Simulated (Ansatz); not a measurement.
```yaml
crystal:
  periodic: [false, false, false]
  atoms:
    - {symbol: N, position_ang: [-0.079859, -1.313642, -0.557891]}
    - {symbol: C, position_ang: [0.152469, -0.250650, 0.324581]}
    - {symbol: S, position_ang: [0.784262, -0.651419, 1.907948]}
    - {symbol: C, position_ang: [-0.119729, 1.013101, 0.002381]}
    - {symbol: O, position_ang: [-0.600654, 1.378974, -1.199328]}
    - {symbol: F, position_ang: [-0.029306, 2.027846, 0.863460]}
    - {symbol: H, position_ang: [-0.366164, -0.995347, -1.474270]}
    - {symbol: H, position_ang: [0.717238, -1.932765, -0.623253]}
    - {symbol: H, position_ang: [-0.175094, -1.543219, 2.221676]}
    - {symbol: H, position_ang: [-0.200063, 2.216023, -1.462204]}
basis:
  gaussian: {orbitals: aug-cc-pVDZ}
hamiltonian: {xc: {name: HF}}
correlation: {active_space: {window: {electrons: 6, orbitals: 2}}}
output: {forces: true}
```

```sh
$ ansatz run in.yaml --threads 4 --pin off --events-out ev --progress --plain --max-ram 10444MiB
```

It prints (some lines left out):

```
Functional definition: HF
1751 factors; integrals over basis functions are off by at most 7.5e-4 eV
mean field evaluation 1: about -19162.2386 eV, gradient 4.2e1 eV
mean field evaluation 2: about -19162.3244 eV, gradient 4.3e1 eV
mean field evaluation 4: about -19166.4081 eV, gradient 4.4e0 eV
mean field evaluation 8: about -19166.4818 eV, gradient 3.4e-1 eV
mean field -19166.48268380 eV, -704.3552471209 hartree, gradient 7.8e-6 eV, S^2 0.000000; 0 other end points of the search recorded, 0 dependent functions left out
reference -19166.48268380 eV, -704.3552471209 hartree; 28, 28 occupied and 150, 150 virtual orbitals, 1751 factors
Error: 6 electrons in 2 orbitals form no window around the highest filled level of the reference
```

What is wrong with this run?

The active space doesn't fit the electrons. The run stopped with an error.
